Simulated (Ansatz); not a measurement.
# B₂NH₅ (SMILES BBN): one structure at several levels

The task here is to estimate one member of a computed series from the others.

Program: Ansatz 0.2.0, Gaussian basis. Level of theory: single points in def2-TZVPP. These are calculated values, not measurements.

Correlated methods freeze the cores.

1 further run of the same task is left out (it didn't finish).

### Starting geometry

8 atoms, charge 0, spin multiplicity 1.

Atoms are counted from 1 here; the program's logs count them from 0.

Bond lengths: B1–B2 1.659 Å, B1–H4 1.217 Å, B1–H5 1.205 Å, B2–N3 1.389 Å, B2–H6 1.224 Å, N3–H7 1.037 Å, N3–H8 1.016 Å. Angles: B2–B1–H4 125.4°, B2–B1–H5 122.2°, H4–B1–H5 112.1°, B1–B2–N3 124.8°, B1–B2–H6 112.1°, N3–B2–H6 123.0°, B2–N3–H7 120.9°, B2–N3–H8 136.6°, H7–N3–H8 101.9°.

As a file:

```tsv
atom	x (Å)	y (Å)	z (Å)
B1	-0.97618	0.65021	-0.75007
B2	0.40216	0.31448	0.11046
N3	0.69319	-0.91148	0.69563
H4	-1.12298	0.46921	-1.94506
H5	-1.99933	0.99466	-0.21413
H6	1.15889	1.27486	0.16235
H7	1.60198	-1.07414	1.16877
H8	0.28414	-1.84192	0.70173
```

The first run:

File run/in.yaml:

```yaml
crystal:
  periodic: [false, false, false]
  atoms:
    - {symbol: B, position_ang: [-0.976184, 0.650212, -0.750074]}
    - {symbol: B, position_ang: [0.402162, 0.314479, 0.110463]}
    - {symbol: N, position_ang: [0.693188, -0.911478, 0.695630]}
    - {symbol: H, position_ang: [-1.122975, 0.469212, -1.945058]}
    - {symbol: H, position_ang: [-1.999334, 0.994659, -0.214131]}
    - {symbol: H, position_ang: [1.158894, 1.274855, 0.162346]}
    - {symbol: H, position_ang: [1.601979, -1.074143, 1.168774]}
    - {symbol: H, position_ang: [0.284139, -1.841919, 0.701728]}
basis:
  gaussian: {orbitals: def2-TZVPP}
hamiltonian: {xc: pbe, dispersion: d4}
output: {forces: true}
```

Command:

```bash
ansatz run in.yaml --threads 2 --pin off --events-out ev --progress --plain --max-ram 3481MiB
```

Among the steps run: PBE-D4/def2-TZVPP; r2SCAN-D4/def2-TZVPP; PBE0-D4/def2-TZVPP; wB97M-V/def2-TZVPP; CCSD(T)/def2-TZVPP.

One table of the session follows, with a row left open; its other results are not shown here.

| method | RMS force component (eV/Å) | angle to CCSD(T) forces (°) | dipole (D) |
| --- | --- | --- | --- |
| PBE-D4 | ? | ? | ? |
| r2SCAN-D4 | 0.738 | 9.9 | 2.14 |
| PBE0-D4 | 0.736 | 9.3 | 2.12 |
| wB97M-V | 0.767 | 6.0 | 2.14 |
| CCSD(T) | 0.798 | reference | 2.15 |

Estimate the missing values for PBE-D4.

As computed: RMS force component (eV/Å): 0.667; angle to CCSD(T) forces (°): 16.0; dipole (D): 2.20. In the column «RMS force component (eV/Å)» it is the lowest.
